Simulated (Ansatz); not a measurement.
## Relaxing Ta₂Sn

Theory: Ansatz 0.2.0, DFT PBE, scalar-relativistic, plane waves, PAW. Cutoff 420 eV, Γ-centred k mesh, Gaussian smearing, no spin polarisation in the final step.

The start puts Ta₂Sn on the MoSi2 (C11b) structure type (I4/mmm, No. 139), with Sn in place of Mo, Ta in place of Si, at a guessed volume.

```
CELL_PARAMETERS angstrom
-1.79742 1.79742 4.40929
1.79742 -1.79742 4.40929
1.79742 1.79742 -4.40929
ATOMIC_POSITIONS crystal
Ta 0.66500 0.66500 0.00000
Ta 0.33500 0.33500 0.00000
Sn 0.00000 0.00000 0.00000
```

Cell and atoms relax at zero pressure; the relaxation can't lower the symmetry of the start. After a coarse first stage the cell is made exact in the group found at 0.06 Å.

The zero of energy is the elements' standard structures at the same level; no fitted shifts are applied.

(1) Which crystal results?

(2) What are its volume, energy, density and gap?

Results:

(1) It keeps I4/mmm (No. 139). The result has the MoSi2 (C11b) structure. Conventional cell: a = 3.558 Å, c = 9.146 Å. Ta is coordinated by 4 Ta at 2.87 Å, 5 Sn at 2.98 Å, 1 Ta at 3.19 Å and 4 Ta at 3.56 Å; around Sn lie 10 Ta at 2.98 Å and 4 Sn at 3.56 Å.

```cif
data_structure
_symmetry_space_group_name_H-M 'I4/mmm'
_symmetry_Int_Tables_number 139
_cell_length_a 3.5577
_cell_length_b 3.5577
_cell_length_c 9.1456
_cell_angle_alpha 90.000
_cell_angle_beta 90.000
_cell_angle_gamma 90.000
_cell_volume 115.76
loop_
_atom_site_label
_atom_site_type_symbol
_atom_site_symmetry_multiplicity
_atom_site_Wyckoff_symbol
_atom_site_fract_x
_atom_site_fract_y
_atom_site_fract_z
_atom_site_occupancy
Ta1 Ta 4 e 0.50000 0.50000 0.17413 1
Sn1 Sn 2 a 0.00000 0.00000 0.00000 1
```

(2) The volume per atom is 19.29 Å³ and the density is 13.79 g/cm³. The energy over the elements is 0.00 eV/atom and the gap on the 18×18×18 mesh is 0 eV (a metal).

The final run used a 18×18×18 mesh on its 3-atom cell and 0.10 eV smearing. The k mesh leaves about 4 meV/atom of noise in metals. Spin–orbit coupling is left out. A structure relaxed within its symmetry needn't be a true minimum.

Cost: 3 runs of about 1.7 core-minutes in all, on Intel Xeon Platinum 8581C (Emerald Rapids) (shared hosts).